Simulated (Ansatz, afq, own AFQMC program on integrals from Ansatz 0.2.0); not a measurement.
# NH2O (doublet): quantum Monte Carlo beside coupled cluster at distance N1–O2 = 1.555 Å, cc-pVDZ

Aim: compute NH2O (doublet) with auxiliary-field quantum Monte Carlo on the same integrals as coupled cluster, and set the energies side by side.

Program: Ansatz 0.2.0, Gaussian basis, and an in-house AFQMC program (afq) on its integrals; all values are calculated. Level of theory: cc-pVDZ, frozen cores. These are calculated values, not measurements.

Plan: PBE (unrestricted); r2SCAN (unrestricted); PBE0 (unrestricted); B3LYP (unrestricted); wB97M-V (unrestricted); B2PLYP (unrestricted); CCSD(T) on UHF; Phaseless AFQMC, CISD trial on UHF; Phaseless AFQMC, single-determinant trial on UHF; Free-projection AFQMC, CISD trial on UHF.

## (1) The geometry

The geometry derives from a PBE0/def2-TZVP stationary point (not a proven minimum). One bond is set to the value named and the two fragments are kept rigid.

4 atoms, charge 0, spin multiplicity 2.

Atoms are counted from 1 here; the program's logs count them from 0.

Bond lengths: N1–H3 1.014 Å, N1–H4 1.014 Å. Angles: H3–N1–H4 119.6°.

As a file:

```xyz
4

N     0.0000    0.0000    0.7448
O     0.0000    0.0000   -0.8102
H     0.0000    0.8762    1.2547
H     0.0000   -0.8762    1.2547
```

## (2) PBE (unrestricted)

File in.yaml:

```yaml
crystal:
  periodic: [false, false, false]
  atoms:
    - {symbol: N, position_ang: [0.000000, 0.000000, 0.744837]}
    - {symbol: O, position_ang: [0.000000, 0.000000, -0.810163]}
    - {symbol: H, position_ang: [0.000000, 0.876220, 1.254742]}
    - {symbol: H, position_ang: [0.000000, -0.876220, 1.254742]}
basis:
  gaussian: {orbitals: cc-pVDZ}
magnetization: {spin_polarized: true, initial_magnetization: 1}
hamiltonian: {xc: {name: PBE}}
output: {orbitals: {seedname: orbitals}}
```

Command:

```console
$ ansatz run in.yaml --threads 1 --pin off --events-out ev --progress --plain --max-ram 1382MiB
```

Standard output:

```text
Functional definition: PBE
  name "PBE"
  cite "Perdew, Burke & Ernzerhof, Phys. Rev. Lett. 77, 3865 (1996) doi:10.1103/PhysRevLett.77.3865"
  parent pbe
  parameter kappa = 0.804
  parameter beta = 0.06672455060314922
  exchange = pbe_x(kappa = kappa, mu = beta*pi^2/3)
  correlation = pbe_c(beta = beta)
449 factors; their error is unknown
mean field evaluation 1: about -3559.9895 eV, gradient 2.4e1 eV
mean field evaluation 2: about -3557.3814 eV, gradient 3.4e1 eV
mean field evaluation 4: about -3562.2838 eV, gradient 1.3e0 eV
mean field evaluation 8: about -3562.2650 eV, gradient 3.9e-2 eV
mean field evaluation 16: about -3559.8647 eV, gradient 1.4e1 eV
mean field -3562.26502215 eV, -130.9108249741 hartree, gradient 2.9e-5 eV, S^2 0.751670; 3 other end points of the search recorded, 0 dependent functions left out
reference -3562.26503936 eV, -130.9108256066 hartree; 9, 8 occupied and 29, 30 virtual orbitals, 449 factors
Total energy: -3562.26503936 eV, -130.9108256066 hartree
```

Run time: 0.93 s. Hardware: 1 thread of AMD EPYC 9R14 (Zen 4), shared host.

From the report: ⟨S²⟩ of the determinant 0.752 (pure doublet: 0.75).

## (3) r2SCAN (unrestricted)

Edit in.yaml of step 2 so:

```diff
@@ -10,3 +10,2 @@
 magnetization: {spin_polarized: true, initial_magnetization: 1}
-hamiltonian: {xc: {name: PBE}}
-output: {orbitals: {seedname: orbitals}}
+hamiltonian: {xc: {name: r2SCAN}}
```

Launched as before.

Standard output:

```text
Functional definition: r2SCAN
  name "r2SCAN"
  cite "Furness, Kaplan, Ning, Perdew & Sun, J. Phys. Chem. Lett. 11, 8208 (2020) doi:10.1021/acs.jpclett.0c02405"
  cite "Furness, Kaplan, Ning, Perdew & Sun, J. Phys. Chem. Lett. 11, 9248 (2020) doi:10.1021/acs.jpclett.0c03077"
  parent r2scan
  parameter k0 = 0.174
  parameter k1 = 0.065
  parameter a1 = 4.9479
  exchange = r2scan_x(k0 = k0, k1 = k1, a1 = a1)
  correlation = r2scan_c
449 factors; their error is unknown
mean field evaluation 1: about -3562.4615 eV, gradient 2.1e1 eV
mean field evaluation 2: about -3562.2193 eV, gradient 2.2e1 eV
mean field evaluation 4: about -3564.1974 eV, gradient 1.5e0 eV
mean field evaluation 8: about -3564.2088 eV, gradient 5.0e-2 eV
mean field evaluation 16: about -3564.1843 eV, gradient 7.5e-5 eV
mean field -3564.18434998 eV, -130.9813589709 hartree, gradient 7.5e-5 eV, S^2 0.753631; 0 other end points of the search recorded, 0 dependent functions left out
reference -3564.18435525 eV, -130.9813591644 hartree; 9, 8 occupied and 29, 30 virtual orbitals, 449 factors
Total energy: -3564.18435525 eV, -130.9813591644 hartree
```

Run time: 1.2 s. Hardware: 1 thread of AMD EPYC 9R14 (Zen 4), shared host.

From the report: ⟨S²⟩ of the determinant 0.754 (pure doublet: 0.75).

## (4) PBE0 (unrestricted)

Edit in.yaml of step 3 so:

```diff
@@ -10,2 +10,3 @@
 magnetization: {spin_polarized: true, initial_magnetization: 1}
-hamiltonian: {xc: {name: r2SCAN}}
+hamiltonian: {xc: {name: PBE0}}
+output: {orbitals: {seedname: orbitals}}
```

The command is unchanged.

Standard output:

```text
Functional definition: PBE0
  name "PBE0"
  cite "Adamo & Barone, J. Chem. Phys. 110, 6158 (1999) doi:10.1063/1.478522"
  cite "Perdew, Burke & Ernzerhof, Phys. Rev. Lett. 77, 3865 (1996) doi:10.1103/PhysRevLett.77.3865"
  parent pbe
  parameter a = 0.25
  parameter kappa = 0.804
  parameter beta = 0.06672455060314922
  exchange = (1 - a)*pbe_x(kappa = kappa, mu = beta*pi^2/3) + a*exact_x
  correlation = pbe_c(beta = beta)
354 factors; integrals over basis functions are off by at most 1.4e-3 eV
mean field evaluation 1: about -3560.5325 eV, gradient 1.8e1 eV
mean field evaluation 2: about -3560.5437 eV, gradient 1.9e1 eV
mean field evaluation 4: about -3561.8741 eV, gradient 2.7e0 eV
mean field evaluation 8: about -3562.0004 eV, gradient 2.5e-1 eV
mean field evaluation 16: about -3562.0014 eV, gradient 5.5e-4 eV
mean field -3562.00140141 eV, -130.9011370907 hartree, gradient 2.5e-5 eV, S^2 0.753671; 1 other end points of the search recorded, 0 dependent functions left out
reference -3562.00141360 eV, -130.9011375387 hartree; 9, 8 occupied and 29, 30 virtual orbitals, 354 factors
Total energy: -3562.00141360 eV, -130.9011375387 hartree
```

Run time: 0.71 s. Hardware: 1 thread of AMD EPYC 9R14 (Zen 4), shared host.

From the report: ⟨S²⟩ of the determinant 0.754 (pure doublet: 0.75).

## (5) B3LYP (unrestricted)

Edit in.yaml of step 4 so:

```diff
@@ -10,3 +10,2 @@
 magnetization: {spin_polarized: true, initial_magnetization: 1}
-hamiltonian: {xc: {name: PBE0}}
-output: {orbitals: {seedname: orbitals}}
+hamiltonian: {xc: {name: B3LYP}}
```

Same command.

Standard output (excerpt; [...] marks lines left out):

```text
Functional definition: B3LYP
  name "B3LYP"
  cite "Stephens, Devlin, Chabalowski & Frisch, J. Phys. Chem. 98, 11623 (1994) doi:10.1021/j100096a001"
  cite "Becke, Phys. Rev. A 38, 3098 (1988) doi:10.1103/PhysRevA.38.3098"
  cite "Lee, Yang & Parr, Phys. Rev. B 37, 785 (1988) doi:10.1103/PhysRevB.37.785"
  cite "Vosko, Wilk & Nusair, Can. J. Phys. 58, 1200 (1980) doi:10.1139/p80-159"
[...]
354 factors; integrals over basis functions are off by at most 1.4e-3 eV
[...]
mean field -3565.99445867 eV, -131.0478792383 hartree, gradient 8.6e-6 eV, S^2 0.753291; 1 other end points of the search recorded, 0 dependent functions left out
reference -3565.99459047 eV, -131.0478840816 hartree; 9, 8 occupied and 29, 30 virtual orbitals, 354 factors
Total energy: -3565.99459047 eV, -131.0478840816 hartree
```

Run time: 0.86 s. Hardware: 1 thread of AMD EPYC 9R14 (Zen 4), shared host.

From the report: ⟨S²⟩ of the determinant 0.753 (pure doublet: 0.75).

## (6) wB97M-V (unrestricted)

Edit in.yaml of step 5 so:

```diff
@@ -10,2 +10,3 @@
 magnetization: {spin_polarized: true, initial_magnetization: 1}
-hamiltonian: {xc: {name: B3LYP}}
+hamiltonian: {xc: {name: wB97M-V}}
+output: {orbitals: {seedname: orbitals}}
```

The command is unchanged.

Standard output (excerpt; [...] marks lines left out):

```text
Functional definition: wB97M-V
  name "wB97M-V"
  cite "Mardirossian & Head-Gordon, J. Chem. Phys. 144, 214110 (2016) doi:10.1063/1.4952647"
  cite "Becke, J. Chem. Phys. 107, 8554 (1997) doi:10.1063/1.475007"
  cite "Vydrov & Van Voorhis, J. Chem. Phys. 133, 244103 (2010) doi:10.1063/1.3521275"
  # Of w^i u^j: cxij and so on, Table III.
[...]
  gx(w, u) = 1 - cx + cx01*u + cx10*w
  gss(w, u) = css00 + css04*u^4 + css10*w + css20*w^2 + css43*w^4*u^3
  gos(w, u) = cos00 + cos10*w + (cos20 + cos21*u)*w^2 + (cos60 + cos61*u)*w^6
[...]
      + integral(e_c_pw_mod_opposite_spin*gos(b97_w_opposite, b97_u_opposite)) + vv10(b, c)
354 factors; integrals over basis functions are off by at most 1.4e-3 eV
95 factors; integrals over basis functions are off by at most 1.1e-5 eV
[...]
mean field -3564.55610323 eV, -130.9950206508 hartree, gradient 2.9e-5 eV, S^2 0.753295; 1 other end points of the search recorded, 0 dependent functions left out
reference -3564.55612336 eV, -130.9950213906 hartree; 9, 8 occupied and 29, 30 virtual orbitals, 354 factors
Total energy: -3564.55612336 eV, -130.9950213906 hartree
```

Wall time 2.5 s (1 thread of AMD EPYC 9R14 (Zen 4), shared host).

From the report: ⟨S²⟩ of the determinant 0.753 (pure doublet: 0.75).

## (7) B2PLYP (unrestricted)

Edit in.yaml of step 6 so:

```diff
@@ -10,3 +10,3 @@
 magnetization: {spin_polarized: true, initial_magnetization: 1}
-hamiltonian: {xc: {name: wB97M-V}}
-output: {orbitals: {seedname: orbitals}}
+hamiltonian: {xc: {name: B2PLYP}}
+correlation: {electrons: outside_noble_gas}
```

Same command.

Standard output (excerpt; [...] marks lines left out):

```text
Functional definition: B2PLYP
  name "B2PLYP"
  cite "Grimme, J. Chem. Phys. 124, 034108 (2006) doi:10.1063/1.2148954"
  cite "Becke, Phys. Rev. A 38, 3098 (1988) doi:10.1103/PhysRevA.38.3098"
  cite "Lee, Yang & Parr, Phys. Rev. B 37, 785 (1988) doi:10.1103/PhysRevB.37.785"
[...]
354 factors; integrals over basis functions are off by at most 1.4e-3 eV
[...]
mean field -3559.47476147 eV, -130.8082847852 hartree, gradient 1.3e-6 eV, S^2 0.757186; 2 other end points of the search recorded, 0 dependent functions left out
2 core orbitals not correlated: weight in the atoms' cores, before any rotation towards them, 1.000 or more for the frozen orbitals, at most 0.000 for the correlated occupied ones
reference -3559.47484304 eV, -130.8082877831 hartree; 7, 6 occupied and 29, 30 virtual orbitals, 354 factors
second order -11.81412791 eV of doubles, -0.00000000 eV of singles
Total energy: -3562.66465758 eV, -130.9255113051 hartree
```

Run time: 1.4 s. Hardware: 1 thread of AMD EPYC 9R14 (Zen 4), shared host.

From the report: ⟨S²⟩ of the determinant 0.757 (pure doublet: 0.75).

## (8) CCSD(T) on UHF

Edit in.yaml of step 7 so:

```diff
@@ -10,3 +10,2 @@
 magnetization: {spin_polarized: true, initial_magnetization: 1}
-hamiltonian: {xc: {name: B2PLYP}}
-correlation: {electrons: outside_noble_gas}
+correlation: {method: ccsd_t, electrons: outside_noble_gas, hamiltonian_folder: ham}
```

Launched as before.

Standard output (excerpt; [...] marks lines left out):

```text
Functional definition: HF
  name "HF"
  cite "Fock, Z. Phys. 61, 126 (1930) doi:10.1007/BF01340294"
  parent pbe
[...]
354 factors; integrals over basis functions are off by at most 1.4e-3 eV
[...]
mean field -3546.94852386 eV, -130.3479540438 hartree, gradient 2.4e-6 eV, S^2 0.784342; 9 other end points of the search recorded, 0 dependent functions left out
determinant -3546.94852386 eV, -130.3479540438 hartree, with singles and doubles -3556.77867927 eV, -130.7092055918 hartree
determinant -3546.22791331 eV, -130.3214720944 hartree, with singles and doubles -3555.55508053 eV, -130.6642391678 hartree
determinant -3543.58628548 eV, -130.2243940624 hartree, with singles and doubles -3552.34870329 eV, -130.5464069776 hartree
2 core orbitals not correlated: weight in the atoms' cores, before any rotation towards them, 1.000 or more for the frozen orbitals, at most 0.000 for the correlated occupied ones
reference -3546.94852386 eV, -130.3479540438 hartree; 7, 6 occupied and 29, 30 virtual orbitals, 354 factors
second order -8.93011713 eV of doubles, -0.00000000 eV of singles
cycle   1  -9.82913249 eV  change    1.0e-3 eV  update   4.4e-3
[...]
cycle  10  -9.83832840 eV  change   -1.4e-5 eV  update   4.3e-6
perturbative correction -0.29796402 eV, -0.0109499757 hartree
Total energy: -3557.08481627 eV, -130.7204559194 hartree
```

Run time: 2.1 s. Hardware: 1 thread of AMD EPYC 9R14 (Zen 4), shared host.

From the report: ⟨S²⟩ of the determinant 0.784 (pure doublet: 0.75); correlation -10.1363 eV; T1 0.056; largest double amplitude 0.09.

This run also writes the integrals to the folder ham.

## (9) Phaseless AFQMC, CISD trial on UHF

It reads the integrals that the CCSD(T) run on this determinant wrote.

Command:

```console
$ afq ham --method phaseless --trial cisd --walkers 60 --populations 1 --least-time 40 --time-step 0.005 --steps-per-block 50 --equilibration-blocks 28 --max-blocks 300 --target-error 0.00043 --factor-cut 1e-05 --start spin_pure --seed 7016 --release-times 0.24,0.51,0.99,1.62,2.4 --release-step 0.03 --release-every 4 --taylor-order 6
```

Standard output:

```text
orbitals 36  electrons 7 6  factors 269 of 354
reference energy -130.34795404 Eh
CCSD correlation -0.36155184 Eh in 14 cycles, weight of the determinant in the CISD state 0.8162
energy of the start -130.707025 Eh
 block  time / (1/Eh)  mean weight  energy / Eh
     1     0.250  1.0023  -130.705296
     2     0.500  1.0021  -130.708222
     3     0.750  1.0007  -130.725018
     4     1.000  0.9973  -130.722166
     5     1.250  1.0025  -130.716251
     6     1.500  0.9998  -130.723308
     7     1.750  0.9986  -130.722192
     8     2.000  0.9978  -130.722799
     9     2.250  0.9959  -130.721716
    10     2.500  0.9981  -130.720183
    17     4.250  1.0019  -130.721768
    25     6.250  1.0003  -130.718700
    33     8.250  1.0025  -130.721459
    41    10.250  1.0023  -130.721494
    49    12.250  1.0002  -130.712241
    57    14.250  0.9974  -130.718443
    65    16.250  0.9985  -130.738028
    73    18.250  1.0025  -130.726976
    81    20.250  0.9966  -130.722629
    89    22.250  1.0017  -130.720752
    97    24.250  1.0019  -130.737960
   105    26.250  0.9965  -130.725683
   113    28.250  1.0035  -130.721075
   121    30.250  1.0039  -130.741473
   129    32.250  0.9997  -130.722671
   137    34.250  0.9999  -130.726636
   145    36.250  1.0003  -130.725580
   153    38.250  0.9996  -130.729384
   161    40.250  0.9975  -130.714804
   169    42.250  0.9934  -130.774483
   177    44.250  0.9989  -130.720049
   185    46.250  0.9994  -130.717547
   193    48.250  1.0017  -130.734112
   201    50.250  1.0008  -130.718203
   209    52.250  1.0005  -130.740749
   217    54.250  0.9971  -130.713336
   225    56.250  0.9986  -130.725606
   233    58.250  1.0009  -130.714924
   241    60.250  0.9999  -130.729470
   249    62.250  1.0012  -130.720748
   257    64.250  1.0047  -130.724318
   265    66.250  1.0006  -130.711235
   273    68.250  0.9977  -130.719382
   281    70.250  1.0020  -130.704775
   289    72.250  0.9990  -130.730895
   297    74.250  0.9986  -130.745960
   305    76.250  1.0011  -130.755260
   313    78.250  0.9988  -130.729553
   321    80.250  0.9966  -130.728222
blocks merged  error / Eh  count
     1  0.000624  300
     2  0.000725  150
     4  0.000815  75
     8  0.000934  37
    16  0.000882  18
    32  0.001128  9
released: time / (1/Eh)  energy / Eh  error  mean overlap
  0.24  -130.723603  0.001113  0.9935
  0.51  -130.722395  0.000921  0.9947
  0.99  -130.723609  0.001067  0.9931
  1.62  -130.724770  0.001780  0.9897
  2.40  -130.724852  0.002141  0.9484
energy -130.724257 +/- 0.000934 Eh
```

Wall time 5.4 min (1 thread of AMD EPYC 9R14 (Zen 4), shared host).

Energy -3557.1883 ± 0.0254 eV. Caveats: constraint bias not in the error; error above the target.

## (10) Phaseless AFQMC, single-determinant trial on UHF

It reads the integrals that the CCSD(T) run on this determinant wrote.

Command:

```console
$ afq ham --method phaseless --trial hf --walkers 120 --populations 1 --least-time 40 --time-step 0.005 --steps-per-block 20 --equilibration-blocks 112 --max-blocks 600 --target-error 0.00129 --factor-cut 1e-05 --start spin_pure --seed 5976 --taylor-order 6
```

Standard output:

```text
orbitals 36  electrons 7 6  factors 269 of 354
reference energy -130.34795404 Eh
CCSD correlation -0.36155184 Eh in 14 cycles, weight of the determinant in the CISD state 0.8162
energy of the start -130.349573 Eh
 block  time / (1/Eh)  mean weight  energy / Eh
     1     0.100  1.0027  -130.467564
     2     0.200  1.0023  -130.538986
     3     0.300  1.0031  -130.589151
     4     0.400  1.0050  -130.639844
     5     0.500  1.0039  -130.640747
     6     0.600  1.0036  -130.658010
     7     0.700  1.0004  -130.676823
     8     0.800  1.0011  -130.670269
     9     0.900  1.0017  -130.689336
    10     1.000  0.9989  -130.699701
    18     1.800  1.0005  -130.693264
    35     3.500  1.0005  -130.741252
    52     5.200  0.9985  -130.726327
    69     6.900  0.9993  -130.702397
    86     8.600  0.9995  -130.715026
   103    10.300  1.0016  -130.758800
   120    12.000  0.9996  -130.706635
   137    13.700  1.0019  -130.717346
   154    15.400  1.0019  -130.731873
   171    17.100  0.9978  -130.666899
   188    18.800  0.9972  -130.705394
   205    20.500  0.9966  -130.669766
   222    22.200  0.9981  -130.680229
   239    23.900  0.9978  -130.645565
   256    25.600  0.9975  -130.747746
   273    27.300  1.0008  -130.703448
   290    29.000  1.0020  -130.666198
   307    30.700  0.9975  -130.750457
   324    32.400  0.9978  -130.745769
   341    34.100  1.0016  -130.706951
   358    35.800  1.0009  -130.738728
   375    37.500  1.0002  -130.690402
   392    39.200  0.9991  -130.792252
   409    40.900  1.0010  -130.722270
   426    42.600  0.9995  -130.712798
   443    44.300  0.9977  -130.686336
   460    46.000  1.0001  -130.753115
   477    47.700  1.0004  -130.718047
   494    49.400  1.0006  -130.664804
   511    51.100  0.9988  -130.692663
   528    52.800  1.0002  -130.811469
   545    54.500  1.0008  -130.812115
   562    56.200  0.9987  -130.692401
   579    57.900  0.9986  -130.726909
   596    59.600  0.9995  -130.693370
   613    61.300  1.0021  -130.717073
   630    63.000  0.9996  -130.747050
   647    64.700  1.0008  -130.690124
   664    66.400  1.0012  -130.729564
   681    68.100  0.9990  -130.705584
   698    69.800  1.0022  -130.703145
blocks merged  error / Eh  count
     1  0.001472  600
     2  0.001946  300
     4  0.002526  150
     8  0.003017  75
    16  0.003446  37
    32  0.004431  18
    64  0.003855  9
energy -130.722579 +/- 0.004431 Eh
```

Run time: 2.7 min. Hardware: 1 thread of AMD EPYC 9R14 (Zen 4), shared host.

Energy -3557.1426 ± 0.1206 eV. The run doesn't count as converged. Caveats: constraint bias not in the error; error not settled; error above the target.

## (11) Free-projection AFQMC, CISD trial on UHF

It reads the integrals that the CCSD(T) run on this determinant wrote.

Command:

```console
$ afq ham --method free --trial cisd --walkers 60 --time-step 0.03 --max-blocks 80 --target-error 0.00043 --factor-cut 1e-05 --seed 3060 --times 0,0.21,0.42,0.81,1.2,1.8,2.4,3 --taylor-order 8
```

Standard output:

```text
orbitals 36  electrons 7 6  factors 269 of 354
reference energy -130.34795404 Eh
CCSD correlation -0.36155184 Eh in 14 cycles, weight of the determinant in the CISD state 0.8162
repeat  energy at the last time / Eh  error
    10  -130.726216  0.005205
    20  -130.723502  0.002881
    30  -130.725065  0.002490
    40  -130.724120  0.002100
    50  -130.724881  0.002260
    60  -130.726641  0.002490
    70  -130.726113  0.002214
    80  -130.725926  0.001994
time / (1/Eh)  energy / Eh  error  mean overlap
  0.00  -130.708922  0.000442  1.2243
  0.21  -130.716634  0.000520  1.2292
  0.42  -130.719694  0.000591  1.2350
  0.81  -130.721908  0.000553  1.2423
  1.20  -130.721574  0.000703  1.2475
  1.80  -130.722700  0.000993  1.2291
  2.40  -130.723491  0.001225  1.2416
  3.00  -130.725926  0.001994  1.2366
energy -130.725926 +/- 0.001994 Eh
```

Wall time 3.2 min (1 thread of AMD EPYC 9R14 (Zen 4), shared host).

Energy -3557.2337 ± 0.0543 eV. The run doesn't count as converged. Caveats: remainder of the start not in the error; error above the target.

## (12) AFQMC on the ladder

On the UHF determinant, counted from CCSD(T) (a yardstick, not exact):

| level | energy (eV) | from CCSD(T) (kJ/mol) | statistical error (kJ/mol) | time |
| --- | --- | --- | --- | --- |
| HF | -3546.9485 | +978.0 |  |  |
| MP2 | -3555.8786 | +116.4 |  |  |
| CCSD | -3556.7869 | +28.7 |  |  |
| CCSD(T) | -3557.0848 | 0.0 |  |  |
| Phaseless AFQMC, CISD trial, step 0.005, 60 walkers | -3557.1883 | -10.0 | 2.5 | 5.4 min |

The functionals' totals stand on their own zeros and serve differences with other points: PBE -3562.265 eV; r2SCAN -3564.184 eV; PBE0 -3562.001 eV; B3LYP -3565.995 eV; wB97M-V -3564.556 eV; B2PLYP -3562.665 eV.

## (13) What came out

| quantity | value |
| --- | --- |
| Phaseless AFQMC, CISD trial on UHF from CCSD(T) | -10.0 ± 2.5 kJ/mol |

**Reading.** On UHF the phaseless walk with the CISD trial lies -10.0 kJ/mol from CCSD(T), 4 times its error bar. Error bars are statistical and leave out the constraint, the time step and what remains of the start.
